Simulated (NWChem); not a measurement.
Correlation energy of hydrogen sulfide (H2S)

```
S
H 1 1.3608
H 1 1.3608 2 91.41
```
Charge 0, spin multiplicity 1.

Everything below was run with NWChem. All single points use one geometry, from PBE/def2-SVP, a minimum by its harmonic frequencies.

Basis set: cc-pVQZ. Each correlation energy counts from its own Hartree-Fock reference.

The correlated methods keep 5 core orbitals frozen. No row is a measurement; the coupled-cluster row has its own basis-set and correlation limits.

```
method        correlation energy (mHa)
------------  ------------------------
MP2                             -206.8
CR-CCSD(T)                      -236.9
CR-CCSD[T]                      -237.0
SCS-MP2                     (withheld)
RI-MP2                          -206.8
CCSD                        (withheld)
CCSD(T)                         -238.3
CCSD+T(CCSD)                    -238.4
```

Question: Complete the blanks.

Answer: 
- SCS-MP2, correlation energy (mHa): -212.7
- CCSD, correlation energy (mHa): -228.8
